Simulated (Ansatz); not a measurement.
System: rock-salt RbBr. Method: PBE-D3(BJ) in Ansatz (PAW).

Run with plane-wave cutoff 520 eV, 8×8×8 k mesh, Fermi–Dirac smearing 0.01 eV, scalar-relativistic PAW data made under PBE.

Energies at three volumes about the minimum:

```json
[
 {"V (Å³/atom)": "39.994", "E − E_lowest (meV/atom)": "0.73"},
 {"V (Å³/atom)": "40.810", "E − E_lowest (meV/atom)": "0.00"},
 {"V (Å³/atom)": "41.626", "E − E_lowest (meV/atom)": "0.68"}
]
```

Fit a parabola by hand: where is the minimum, what lattice constant follows, and what is the bulk modulus?

Slopes: (0.00 − 0.73)/(40.810 − 39.994) = -0.895 and (0.68 − 0.00)/(41.626 − 40.810) = 0.833 meV/Å³. Curvature E″ = 2 × (0.833 − (-0.895))/(41.626 − 39.994) = 2.118 meV/Å⁶. From the middle of the first interval, the slope vanishes at V0 = 40.4020 − (-0.895)/2.118 = 40.825 Å³/atom. B = V0 E″ = 40.825 × 2.118 meV/Å³ × 0.1602 GPa per meV/Å³ = 13.9 GPa. With 8 atoms in the cube, a = (8 × 40.825)^(1/3) = 6.887 Å. The full Birch–Murnaghan fit to all volumes gives V0 = 40.810 Å³/atom and B0 = 13.9 GPa.

Measured, for comparison: bulk modulus 16 GPa (4 K, zero-point motion not removed; as tabulated in Doll and Stoll (1998), arXiv:cond-mat/9801031); lattice constant a 6.822 Å (low temperature, zero-point motion not removed; as tabulated in Doll and Stoll (1998), arXiv:cond-mat/9801031). Computed (rounded) less measured: bulk modulus -13 %.

Ansatz is a program for electronic structure.
